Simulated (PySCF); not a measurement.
Excitation energies in several basis sets

Species: C5H7Cl.
SMILES: `Cl[C@@H]1CC12CC2`

TDDFT with PBE0 (PySCF), vertical singlets, core orbitals frozen in the response, spherical d and f functions. Isolated species at its PBE0-D3(BJ)/def2-SVP geometry, gas phase.

| basis | functions | diffuse | S1 (eV) | S2 (eV) | S3 (eV) | S4 (eV) | S5 (eV) | LUMO (eV) | α (au) |
| --- | --- | --- | --- | --- | --- | --- | --- | --- | --- |
| 6-31G* | 102 | no | 6.95 | 7.40 | 8.30 | 8.56 | 8.86 | 1.14 | 57.9 |
| def2-SVP | 123 | no | 7.17 | 7.60 | 8.35 | 8.52 | 8.64 | 1.31 | 58.8 |
| 6-31+G* | 126 | yes | 6.71 | 7.06 | 7.16 | 7.41 | 7.50 | 0.52 | 66.1 |
| def2-SVPD | 183 | yes | 6.78 | 7.22 | 7.45 | 7.82 | 7.89 | 0.63 | 70.4 |
| aug-cc-pVDZ | 205 | yes | 6.68 | 6.73 | 7.06 | 7.12 | 7.16 | 0.01 | 71.7 |
| def2-TZVP | 234 | no | 6.82 | 7.26 | 7.90 | 8.16 | 8.26 | 0.88 | 67.8 |
| def2-TZVPD | 294 | yes | 6.61 | 7.02 | 7.06 | 7.39 | 7.45 | 0.41 | 72.0 |

Question: Compare the sets with the largest diffuse one.

Answer: States are compared by their number. Against the largest diffuse basis here (def2-TZVPD, itself not a converged limit), sets without diffuse functions differ by up to 0.55 eV in S1 and 1.40 eV in S5; the smaller diffuse sets differ by up to 0.17 and 0.43 eV. State by state, the largest deviation of a set without diffuse functions is S1 0.55, S2 0.58, S3 1.30, S4 1.17, S5 1.40 eV. The same number needn't mean the same state in each row. Against def2-TZVPD the polarisability deviates by -20% in 6-31G*, -18% in def2-SVP, -8% in 6-31+G*, -2% in def2-SVPD, 0% in aug-cc-pVDZ, -6% in def2-TZVP. A single + in a Pople set puts diffuse functions on heavy atoms only.
